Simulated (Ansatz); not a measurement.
# HS2Si: the cost of one run

Program: Ansatz 0.2.0. Level of theory: UKS r2SCANh-D4/6-31G*. These are calculated values, not measurements.

### Step 1. Starting point

Bond lengths: S1–Si2 2.035 Å, Si2–S3 2.035 Å, Si2–H4 1.442 Å. Angles: S1–Si2–S3 118.4°, S1–Si2–H4 120.8°, S3–Si2–H4 120.8°.

Coordinates:

```xyz
4

S    -1.5972   -0.4807    1.0240
Si    0.1402   -0.0035    0.0789
S     0.0804    0.3868   -1.9170
H     1.3766    0.0974    0.8141
```

### Step 2. End point A

File input.yaml:

```yaml
crystal:
  periodic: [false, false, false]
  atoms:
    - { symbol: S, position_ang: [-1.5972, -0.48071, 1.02404] }
    - { symbol: Si, position_ang: [0.14023, -0.00354, 0.07887] }
    - { symbol: S, position_ang: [0.08038, 0.38679, -1.91705] }
    - { symbol: H, position_ang: [1.37659, 0.09745, 0.81414] }
magnetization:
  spin_polarized: true
  initial_magnetization: 1
basis:
  gaussian: { orbitals: "6-31G*" }
hamiltonian:
  xc: r2scanh
  dispersion: d4
relax:
  f_tol: 0.02
  max_steps: 50
```

Command:

```bash
ansatz run input.yaml --threads 2 --pin off --max-ram 3072MiB --backend cpu --events-out ev --progress --plain --runs-dir out
```

Q: Estimate wall time and peak memory on 2 threads of Arm Neoverse V1, shared host.

About 22 s, with a peak of 0.19 GiB.
